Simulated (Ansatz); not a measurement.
CH5BSi, SMILES B1C[SiH2]1, a ladder of basis sets

With Ansatz 0.2.0, Python API.

The cells in order, each with its output:

**Cell 1**
```python
import ansatz as az
```

**Cell 2**
```python
geometry_ang = [
    ("B", (-0.8937, 0.2067, -0.5635)),
    ("C", (0.1437, 0.7882, 0.4279)),
    ("Si", (0.581, -0.8904, 0.0761)),
    ("H", (-1.8452, 0.4116, -1.2251)),
    ("H", (-0.2467, 0.9646, 1.4314)),
    ("H", (0.8106, 1.5763, -0.0183)),
    ("H", (0.0481, -1.9631, 0.9057)),
    ("H", (1.4944, -1.1511, -1.09)),
]
system = az.Crystal.molecule()
for symbol, xyz in geometry_ang:
    system = system.atom(symbol, xyz)
```

**Cell 3**
```python
base = system.calculation().functional("pbe0", dispersion="d4")

energies = {}
for basis in ["cc-pVDZ", "cc-pVTZ"]:
    report = base.basis(gaussian=basis).run(threads=1).report
    size = report["n_frozen"] + report["n_occupied"][0] + report["n_virtual"][0]
    energies[basis] = (report["reference_energy_ev"] / 27.211386246, report["free_energy_ev"] / 27.211386246)
    print(f"{basis:14s} {size:4d} orbitals  reference {energies[basis][0]:14.6f} Ha  total {energies[basis][1]:14.6f} Ha")
```
Output:
```text
cc-pVDZ          71 orbitals  reference    -355.138536 Ha  total    -355.142495 Ha
cc-pVTZ         164 orbitals  reference    -355.173260 Ha  total    -355.177219 Ha
```

**Cell 4**
```python
last = energies["cc-pVTZ"][1]
for basis, (_, total) in energies.items():
    print(f"{basis:14s} lies {27.211386 * (total - last):9.4f} eV above cc-pVTZ")
```
Output:
```text
cc-pVDZ        lies    0.9449 eV above cc-pVTZ
cc-pVTZ        lies    0.0000 eV above cc-pVTZ
```

Against cc-pVDZ: cc-pVTZ -34.7 mHa. The last step alone is -34.72 mHa. From the first set to the last the time grows from 2.4 to 6.1 s.

Reading the output:
- The drop along the ladder measures the basis error, and is no property of the molecule.
- The geometry is a force-field or estimated start, not a minimum of this method, and the last set is no limit. Much of the fall in a total is atomic energy, which cancels in bond and reaction energies.
- Total less reference energy is the dispersion correction.
- For Al to Cl the sets with a tight d function, cc-pV(X+d)Z, are usual.
- It ran for 9.1 s on 1 thread of Arm Neoverse N1, on a shared host, peak memory 0.34 GiB.
